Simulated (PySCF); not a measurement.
Species: C4H5N.
Z-matrix (Å and degrees, GFN2-xTB geometry), rows numbered from 1:
```
C 
N   1  1.2580
C   2  1.3245  1  128.99
C   3  1.3104  2  154.50  1    82.07
C   4  1.4935  3   64.91  2   161.54
H   1  1.0907  2  124.83  3     2.37
H   1  1.0802  2  117.63  3  -178.24
H   4  1.0603  3  148.73  5  -162.91
H   5  1.0865  3  120.35  4   106.73
H   5  1.0856  3  117.46  4  -107.90
```

Computed, not measured: wB97X-D/def2-SVPD in PySCF (dipole) on a GFN2-xTB geometry, gas phase.

Masses are those of the commonest isotopes; rigid-rotor values at the optimised geometry. The values belong to one conformer with, in the numbering `[CH2:1]=[N:2][C:3]1=[CH:4][CH2:5]1`, C1–N2–C3–C4 82°.

Problem. Give the principal moments of inertia and the rotational constants in cm⁻¹.

Solution. Ia = 26.27, Ib = 146.56, Ic = 160.07 u·Å²; 505379 MHz·u·Å²/I gives 19241, 3448 and 3157 MHz, that is A = 0.64181, B = 0.11502, C = 0.10531 cm⁻¹.

Problem. Classify the top.

Solution. A near-prolate asymmetric top; Ray's κ = -0.964.

Problem. What does the inertial defect say?

Solution. Not planar: Δ = Ic − Ia − Ib = -12.76 u·Å². For a rigid frame Δ = −2 Σ m c², so Σ m c² = 6.38 u·Å² lies off the ab plane: 3.29 from hydrogen and 3.09 from heavier atoms. The atom farthest from that plane is 1.21 Å away.

Problem. Give the other two planar moments, Paa and Pbb, and the rms extents of the mass along the axes.

Solution. Paa = Σ m a² = (Ib + Ic − Ia)/2 = 140.18 and Pbb = Σ m b² = (Ia + Ic − Ib)/2 = 19.89 u·Å². With the mass M = 67.04 u, the rms extents √(P/M) along a, b and c are 1.45, 0.54, 0.31 Å.

Problem. Give the coordinates in the principal-axis frame, origin at the centre of mass.

Solution. The sense of each axis is arbitrary; atoms in the order of the calculation.
```json
{"atom": "C1", "mass (u)": "12.000", "a (Å)": "2.048", "b (Å)": "0.073", "c (Å)": "0.252"}
{"atom": "N2", "mass (u)": "14.003", "a (Å)": "0.999", "b (Å)": "-0.222", "c (Å)": "-0.376"}
{"atom": "C3", "mass (u)": "12.000", "a (Å)": "-0.261", "b (Å)": "0.049", "c (Å)": "-0.068"}
{"atom": "C4", "mass (u)": "12.000", "a (Å)": "-1.328", "b (Å)": "0.807", "c (Å)": "-0.011"}
{"atom": "C5", "mass (u)": "12.000", "a (Å)": "-1.581", "b (Å)": "-0.655", "c (Å)": "0.155"}
{"atom": "H6", "mass (u)": "1.008", "a (Å)": "2.075", "b (Å)": "0.592", "c (Å)": "1.211"}
{"atom": "H7", "mass (u)": "1.008", "a (Å)": "2.992", "b (Å)": "-0.217", "c (Å)": "-0.186"}
{"atom": "H8", "mass (u)": "1.008", "a (Å)": "-1.786", "b (Å)": "1.743", "c (Å)": "-0.206"}
{"atom": "H9", "mass (u)": "1.008", "a (Å)": "-2.038", "b (Å)": "-1.231", "c (Å)": "-0.645"}
{"atom": "H10", "mass (u)": "1.008", "a (Å)": "-1.769", "b (Å)": "-1.065", "c (Å)": "1.143"}
```

Problem. List the rotational levels J(Ka,Kc) to J = 3 (MHz).

Solution. Above 0(0,0):
J = 1: 1(0,1) 6605, 1(1,1) 22398, 1(1,0) 22689
J = 2: 2(0,2) 19812, 2(1,2) 35318, 2(1,1) 36191, 2(2,1) 83569, 2(2,0) 83573
J = 3: 3(0,3) 39613, 3(1,3) 54695, 3(1,2) 56441, 3(2,2) 103385, 3(2,1) 103405, 3(3,1) 183078, 3(3,0) 183079
The levels of one J sum to (2J + 1)J(J + 1)(A + B + C)/3.

Problem. Predict some low-J microwave lines.

Solution. The dipole components are |μa| = 1.13 D, |μb| = 0.73 D, |μc| = 0.88 D. Intensities carry the squares of the components, which stand as 1.00 : 0.41 : 0.60 (a : b : c). Some lines, for components of 0.1 D or more:

```json
{"type": "a", "branch": "Q", "J(Ka,Kc)": "2(1,1) ← 2(1,2)", "MHz": "873", "lower level (cm⁻¹)": "1.178"}
{"type": "a", "branch": "R", "J(Ka,Kc)": "1(0,1) ← 0(0,0)", "MHz": "6605", "lower level (cm⁻¹)": "0.000"}
{"type": "a", "branch": "R", "J(Ka,Kc)": "2(1,2) ← 1(1,1)", "MHz": "12920", "lower level (cm⁻¹)": "0.747"}
{"type": "a", "branch": "R", "J(Ka,Kc)": "2(0,2) ← 1(0,1)", "MHz": "13207", "lower level (cm⁻¹)": "0.220"}
{"type": "a", "branch": "R", "J(Ka,Kc)": "2(1,1) ← 1(1,0)", "MHz": "13502", "lower level (cm⁻¹)": "0.757"}
{"type": "c", "branch": "Q", "J(Ka,Kc)": "2(1,2) ← 2(0,2)", "MHz": "15506", "lower level (cm⁻¹)": "0.661"}
{"type": "c", "branch": "Q", "J(Ka,Kc)": "1(1,1) ← 1(0,1)", "MHz": "15793", "lower level (cm⁻¹)": "0.220"}
{"type": "b", "branch": "Q", "J(Ka,Kc)": "1(1,0) ← 1(0,1)", "MHz": "16084", "lower level (cm⁻¹)": "0.220"}
{"type": "b", "branch": "Q", "J(Ka,Kc)": "2(1,1) ← 2(0,2)", "MHz": "16379", "lower level (cm⁻¹)": "0.661"}
{"type": "b", "branch": "R", "J(Ka,Kc)": "1(1,1) ← 0(0,0)", "MHz": "22398", "lower level (cm⁻¹)": "0.000"}
{"type": "c", "branch": "R", "J(Ka,Kc)": "1(1,0) ← 0(0,0)", "MHz": "22689", "lower level (cm⁻¹)": "0.000"}
{"type": "b", "branch": "R", "J(Ka,Kc)": "2(1,2) ← 1(0,1)", "MHz": "28713", "lower level (cm⁻¹)": "0.220"}
{"type": "c", "branch": "R", "J(Ka,Kc)": "2(1,1) ← 1(0,1)", "MHz": "29585", "lower level (cm⁻¹)": "0.220"}
{"type": "c", "branch": "Q", "J(Ka,Kc)": "2(2,1) ← 2(1,1)", "MHz": "47378", "lower level (cm⁻¹)": "1.207"}
{"type": "b", "branch": "Q", "J(Ka,Kc)": "2(2,0) ← 2(1,1)", "MHz": "47382", "lower level (cm⁻¹)": "1.207"}
{"type": "b", "branch": "Q", "J(Ka,Kc)": "2(2,1) ← 2(1,2)", "MHz": "48251", "lower level (cm⁻¹)": "1.178"}
{"type": "b", "branch": "R", "J(Ka,Kc)": "2(2,1) ← 1(1,0)", "MHz": "60880", "lower level (cm⁻¹)": "0.757"}
{"type": "c", "branch": "R", "J(Ka,Kc)": "2(2,0) ← 1(1,0)", "MHz": "60884", "lower level (cm⁻¹)": "0.757"}
{"type": "c", "branch": "R", "J(Ka,Kc)": "2(2,1) ← 1(1,1)", "MHz": "61171", "lower level (cm⁻¹)": "0.747"}
{"type": "b", "branch": "R", "J(Ka,Kc)": "2(2,0) ← 1(1,1)", "MHz": "61175", "lower level (cm⁻¹)": "0.747"}
```

Problem. Estimate the classical rotational partition function at 25 K, 200 K and 298.15 K.

Solution. Point group C1, symmetry number σ = 1; q = (√π/σ)·√((kT/h)³/(ABC)), k/h = 20836.6 MHz/K: 1460 at 25 K, 32900 at 200 K, 60000 at 298.15 K.

GFN2-xTB frequencies: not computed here. Zero-point vibration and centrifugal distortion are left out. Quadrupole hyperfine structure (14N) is left out.
